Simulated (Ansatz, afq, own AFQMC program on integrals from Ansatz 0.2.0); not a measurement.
## Atomization energy of BH2, doublet

```yaml
atoms:
  - { symbol: B, position_ang: [0.0000, -0.0800, 0.0000] }
  - { symbol: H, position_ang: [0.0000, 0.4291, -1.0770] }
  - { symbol: H, position_ang: [0.0000, 0.4291, 1.0770] }
```

Atoms in their ground-state spins without spin–orbit coupling (mostly on UHF) minus the molecule (UHF), without zero-point energy. The geometry is a stationary point, not shown to be a minimum.

Basis cc-pVQZ. Noble-gas cores (and the filled d shells of Ga–Kr and In–Xe) are frozen. Integrals, coupled cluster, full CI and functionals: Ansatz 0.2.0; the random walks run on the same integrals in our own AFQMC program. The CISD trial takes its coefficients from CCSD amplitudes. Released means that phaseless walkers are propagated on without the constraint, phases kept. Uncertainties: one standard error, sampling alone. The errors of all members are added in quadrature.

No full CI on the walks' own integrals is used here; CCSDT(Q) serves as the reference and is uncertain by about the last step of the cluster series. Each member takes its own surest rung, up to full CI.

Errors are counted within cc-pVQZ, not against nature.

Cautions: other spins of the molecule weren't checked.

Reference (CCSDT(Q)): 168.4 kcal/mol.

```
         level  atomization energy (kcal/mol)  error against CCSDT(Q) (kcal/mol)
            HF                          143.8                              -24.6
           MP2                          169.3                                1.0
          CCSD                          167.9                               -0.5
       CCSD(T)                          168.3                                0.0
   ph-AFQMC/HF                    171.3 ± 0.5                          3.0 ± 0.5
 ph-AFQMC/CISD                   168.3 ± 0.05                         0.0 ± 0.05
released AFQMC                   168.4 ± 0.06                         0.0 ± 0.06
```

Correlation beyond CCSD(T) changes it by less than 2 meV. The perturbative (T) step is worth +0.4 kcal/mol.

A walk keeps the symmetry of its determinant, which the program's search chose and which needn't be the lowest solution, so a lower state of the same spin and another symmetry isn't excluded. Released energies are given only where the last usable release times agree within the noise; a slower fall can still hide under it.
